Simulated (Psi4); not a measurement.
# BN (boron nitride) at UPBE0-1/3/6-311G (density fitting)

Aim: the energy change on altering one bond length of BN (boron nitride) at UPBE0-1/3/6-311G (density fitting), from 2 runs. 

Program for the calculation: Psi4 1.11.

6 further runs of the same task are left out: 5 that didn't finish, 1 set aside as unsound or not needed.

## 1. The molecule

BN: 2 atoms, total charge 0, spin state triplet. As SMILES, `B#N`. Geometry: relaxed at GFN2-xTB.

Bond lengths: B1–N2 1.268 Å.

## 2. The response to a field at UPBE0-1/3/6-311G (density fitting)

Input file bn.xyz:

```xyz
2
BN
B      0.000000     0.000000     0.000000
N      0.000000     0.000000     1.268430
```

Input file run.py:

```python
import psi4

psi4.set_memory('1600 MB')
psi4.set_num_threads(1)
psi4.core.set_output_file('bn.out', False)

with open('bn.xyz') as f:
    atoms = ''.join(f.readlines()[2:])
m = psi4.geometry('0 3\n' + atoms + 'symmetry c1')

psi4.set_options({
    'reference': 'uks',
    'scf_type': 'mem_df',
})

E, wfn = psi4.properties('pbe0-13/6-311G', properties=['dipole_polarizabilities'], return_wfn=True)
print(f'pbe0-13/6-311G energy: {E:.10f} Eh')
```

Run with:

```bash
$ python run.py
```

bn.out:

```text
[...]
  Running in c1 symmetry.
[...]
  Nuclear repulsion =   14.601674805428758
[...]
  Multiplicity = 3
[...]
  Nalpha       = 7
  Nbeta        = 5
[...]
    Number of basis functions: 26
[...]
   @DF-UKS iter   1:   -79.18329598389623   -5.11738e-01   1.92111e-02 ADIIS/DIIS
[...]
   @DF-UKS iter  10:   -79.30207122713021   -3.94034e-09   2.52159e-07 DIIS
[...]
   @S^2 Observed:                2.005264276E+00
[...]
    Orbital Energies [Eh]
    ---------------------
    Alpha Occupied:
       1A    -14.563041     2A     -6.972103     3A     -0.941658
       4A     -0.438536     5A     -0.412659     6A     -0.366180
       7A     -0.358146
    Alpha Virtual:
       8A     -0.015896     9A      0.010840    10A      0.149160
      11A      0.264141    12A      0.268023    13A      0.280694
      14A      0.572921    15A      0.669130    16A      0.701912
      17A      0.702538    18A      1.061489    19A      1.715216
      20A      1.730976    21A      1.743369    22A      3.708096
      23A      3.755371    24A      3.850407    25A     14.048695
[...]
  @DF-UKS Final Energy:   -79.30207122713021
   => Energetics <=
    Nuclear Repulsion Energy =             14.6016748054287575
    One-Electron Energy =                -135.4450319797205964
    Two-Electron Energy =                  48.8291731262851414
    DFT Exchange-Correlation Energy =      -7.2878871791234952
    Empirical Dispersion Energy =           0.0000000000000000
    VV10 Nonlocal Energy =                  0.0000000000000000
    Total Energy =                        -79.3020712271301988
[...]
 Multipole Moments:
 ------------------------------------------------------------------------------------
     Multipole            Electronic (a.u.)      Nuclear  (a.u.)        Total (a.u.)
 ------------------------------------------------------------------------------------
 L = 1.  Multiply by 2.5417464519 to convert [e a0] to [Debye]
 Dipole X            :         -0.0000000            0.0000000           -0.0000000
 Dipole Y            :          0.0000000            0.0000000            0.0000000
 Dipole Z            :         -1.5291882            0.6755930           -0.8535951
 Magnitude           :                                                    0.8535951
[...]
```

The script printed:

```text
pbe0-13/6-311G energy: -79.3020712271 Eh
```

It took 12 s on 1 thread of Intel Xeon Platinum 8259CL at 2.50GHz (Skylake/Cascade Lake), shared host; peak memory 0.22 GiB.

## 3. The distorted shape

Input file job.dat:

```
memory 1600 mb

molecule {
  0 3
  B
  N 1 R2

  R2 = 3.1711
  units angstrom
  symmetry c1
}

set {
  reference uks
  scf_type  mem_df
}

energy_value, wavefunction = properties("pbe0-13/6-311G", properties=['dipole_polarizabilities'], return_wfn=True)
```

Run with:

```bash
$ psi4 job.dat job.out -n 1
```

job.out:

```text
[...]
  Running in c1 symmetry.
[...]
  Nuclear repulsion =    5.840623876084009
[...]
  Multiplicity = 3
[...]
  Nalpha       = 7
  Nbeta        = 5
[...]
    Number of basis functions: 26
[...]
   @DF-UKS iter   1:   -78.91016570704724   -7.90995e-01   1.61890e-02 DIIS/ADIIS
[...]
   @DF-UKS iter  12:   -79.16144147314776   -3.61592e-08   9.92871e-07 DIIS
[...]
   @S^2 Observed:                2.994355475E+00
[...]
    Orbital Energies [Eh]
    ---------------------
    Alpha Occupied:
       1A    -14.629244     2A     -6.974939     3A     -0.881286
       4A     -0.407480     5A     -0.400299     6A     -0.399619
       7A     -0.365748
    Alpha Virtual:
       8A     -0.059261     9A     -0.054209    10A     -0.021086
      11A      0.320242    12A      0.325307    13A      0.341124
      14A      0.350023    15A      0.573598    16A      0.575296
      17A      0.590004    18A      0.742786    19A      1.749451
      20A      1.771317    21A      1.786966    22A      3.605023
      23A      3.605590    24A      3.645143    25A     13.888121
[...]
  @DF-UKS Final Energy:   -79.16144147314776
   => Energetics <=
    Nuclear Repulsion Energy =              5.8406238760840088
    One-Electron Energy =                -118.0123007283445418
    Two-Electron Energy =                  40.1573612481433173
    DFT Exchange-Correlation Energy =      -7.1471258690305532
    Empirical Dispersion Energy =           0.0000000000000000
    VV10 Nonlocal Energy =                  0.0000000000000000
    Total Energy =                        -79.1614414731477609
[...]
 Multipole Moments:
 ------------------------------------------------------------------------------------
     Multipole            Electronic (a.u.)      Nuclear  (a.u.)        Total (a.u.)
 ------------------------------------------------------------------------------------
 L = 1.  Multiply by 2.5417464519 to convert [e a0] to [Debye]
 Dipole X            :         -0.0000000            0.0000000           -0.0000000
 Dipole Y            :         -0.0000000            0.0000000           -0.0000000
 Dipole Z            :         -1.6565646            1.6889959            0.0324313
 Magnitude           :                                                    0.0324313
[...]
```

Run time: 9.3 s. Hardware: 1 thread of Intel Xeon Platinum 8259CL at 2.50GHz (Skylake/Cascade Lake), shared host; peak memory 0.22 GiB.

## 4. Summary of results

Level: UPBE0-1/3/6-311G (density fitting).

| quantity | value |
| --- | --- |
| first shape: total energy | -79.30207 Eh |
| first shape: dipole moment | 2.17 D |
| first shape: HOMO energy (highest over α and β) | -9.36 eV |
| first shape: LUMO energy (lowest over α and β) | -4.97 eV |
| first shape: ⟨S²⟩ | 2.005 |
| first shape: mean static polarisability | 16.4 bohr³ |
| distorted shape: total energy | -79.16144 Eh |
| distorted shape: dipole moment | 0.08 D |
| distorted shape: HOMO energy (highest over α and β) | -5.65 eV |
| distorted shape: LUMO energy (lowest over α and β) | -2.58 eV |
| distorted shape: ⟨S²⟩ | 2.994 |
| distorted shape: mean static polarisability | 21.8 bohr³ |
| energy change with the B1–N2 bond stretched from 1.268 to 3.171 Å | 3.827 eV |

In words: With the B1–N2 bond stretched from 1.268 to 3.171 Å the energy rises by 3.83 eV (369 kJ/mol). The first shape isn't relaxed at this level, so the change isn't measured from a minimum. ⟨S²⟩ (distorted shape) is 2.99 where a pure triplet has 2.00: the reference is spin-contaminated.
